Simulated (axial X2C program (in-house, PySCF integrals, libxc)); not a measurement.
**Outer orbitals of SiH⁺ at 1.523 Å, HF**

Calculated with an in-house relativistic program for diatomic molecules. Spin-free means the one-electron spin-free X2C Hamiltonian; two-component (2c) means X2C with spin–orbit coupling and atomic mean-field two-electron Coulomb and Gaunt terms, so the difference of the two also holds small scalar two-electron terms. Basis: Si dyall-v3z [8s7p2d1f], H dyall-v3z [6s2p1d] (cores contracted in-house); Gaussian nuclei, density fitting, unrestricted open shells. Masses: Si 27.977 u, H 1.008 u.

The distance is close to the 2c PBE0 minimum; the highest filled and lowest empty levels are listed.

Spin-free orbitals, state M_S = 0, Λ = 0 (closed shell) (Löwdin shares):

```tsv
symmetry	occupied	ε (eV)	atomic character
σα	yes	-25.06	56% Si s, 36% H s, 5% H p
σα	yes	-18.01	52% Si p, 24% Si s, 19% H s
π+α	no	-6.94	96% Si p, 4% H p
π-α	no	-6.94	96% Si p, 4% H p
σα	no	-2.25	29% H s, 25% Si p, 25% Si d
σα	no	-1.29	40% H s, 27% Si s, 18% Si p
```

One partner of each degenerate Kramers or spin pair is listed.

Spinors with spin–orbit coupling (state Ω = 0):

```json
{"ω": "1/2", "occupied": "yes", "ε (eV)": "-25.06", "atomic character": "56% Si s, 36% H s, 5% H p", "λ mixture": "100% σ"}
{"ω": "1/2", "occupied": "yes", "ε (eV)": "-18.01", "atomic character": "52% Si p, 24% Si s, 19% H s", "λ mixture": "100% σ"}
{"ω": "1/2", "occupied": "no", "ε (eV)": "-6.95", "atomic character": "96% Si p, 4% H p", "λ mixture": "100% π"}
{"ω": "3/2", "occupied": "no", "ε (eV)": "-6.93", "atomic character": "96% Si p, 4% H p", "λ mixture": "100% π"}
{"ω": "1/2", "occupied": "no", "ε (eV)": "-2.25", "atomic character": "29% H s, 25% Si p, 25% Si d", "λ mixture": "100% σ"}
{"ω": "1/2", "occupied": "no", "ε (eV)": "-1.29", "atomic character": "40% H s, 27% Si s, 18% Si p", "λ mixture": "100% σ"}
```

One partner of each degenerate Kramers or spin pair is listed.

Mulliken charges and populations of the two-component result (they depend on the basis, above all on diffuse functions):

Si 0.99 e (s 5.85 p 7.07 d 0.08 f 0.01), H 0.01 e (s 0.96 p 0.03).

One determinant describes the state; a PBE0 search over occupations chose it and may have missed a lower one.
